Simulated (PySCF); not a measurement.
## Structure revision by computed shifts

A compound C4H7N gives the data below (simulated from a calculation) and was assigned the structure `C#C[C@@H](C)N`.

¹³C{¹H} NMR (computed): δ 183.7 (C), 42.4 (CH2), 41.7 (CH2), 13.3 (CH2).

¹H NMR (300 MHz, computed): δ 8.89 (br s, 1H), 3.10 (m, 2H), 2.90 (m, 2H), 1.82 (m, 2H).

Theory: PBE0-D3(BJ)/def2-SVP geometry, J couplings at B3LYP/pcJ-1 (spin–dipole term only in couplings to heteroatoms), GIAO KT2/pcSseg-2 shieldings, in PySCF 2.14.0 with density-fitted response routines (one computed conformer, gas phase, no relativistic terms, fast rotation and ring inversion assumed for equivalent nuclei).

Scale: ¹H (σref 31.18), ¹³C (σref 182.28) vs TMS (reference shieldings calculated alike).

**Question.** Compare with the shifts computed for the proposed structure, pairing carbons in order of shift.

**Answer.** Atom-mapped SMILES (the numbers label the heavy atoms): `[CH:1]#[C:2][C@@H:3]([CH3:4])[NH2:5]`. Each H is labelled by its parent atom.

| atom | computed for proposal | given list | difference |
| --- | --- | --- | --- |
| C2 | 86.0 | 183.7 | -97.7 |
| C1 | 67.2 | 42.4 | +24.8 |
| C3 | 45.3 | 41.7 | +3.6 |
| C4 | 26.3 | 13.3 | +13.0 |

The rms difference is 50.8 ppm and the largest -97.7 ppm at C2 (alkyne carbon). The carbon types in order of shift don't match either: C, CH, CH, CH3 for the proposal against C, CH2, CH2, CH2 in the data. The proposal doesn't fit.

**Question.** Which isomer fits?

**Answer.** SMILES N=C1CCC1.

1. Carbon types of the structure: 1 × C, 3 × CH2, leaving 1 H on heteroatoms.
2. δC 183.7: C=N carbon.
3. δC 42.4, 41.7, 13.3: sp3 CH2 in a ring; aliphatic region, no heteroatom directly attached.
4. δH 8.89: hydrogen on an imine nitrogen; labile proton, position sensitive to the medium.
5. δH 3.10, 2.90, 1.82: hydrogen on an sp3 CH2 in a ring.

The data come from this structure; uniqueness wasn't tested.

Exchangeable OH/NH protons stand at their gas-phase positions; hydrogen bonding in a real sample shifts them, mostly to higher δ. Multiplet labels drop couplings under 1 Hz and merge nearly equal ones. Couplings among chemically equivalent protons are left out too, so labels in AA′BB′ or AA′XX′ sets are apparent multiplicities. Unscaled 3J(H,H) at this level run about 10 % above measured values. Shifts are as computed. Against solution values, carbons near 30 ppm lie about +3 ppm off and those near 130 ppm about -1 ppm. Of 1211 compounds with measured shifts, 218 miss one by over three times the rms of a fit or turn the order of signals round; such compounds aren't used in these exercises. Vicinal couplings across rotatable single bonds and in flexible rings belong to the one computed conformer; a conformer average would change them.
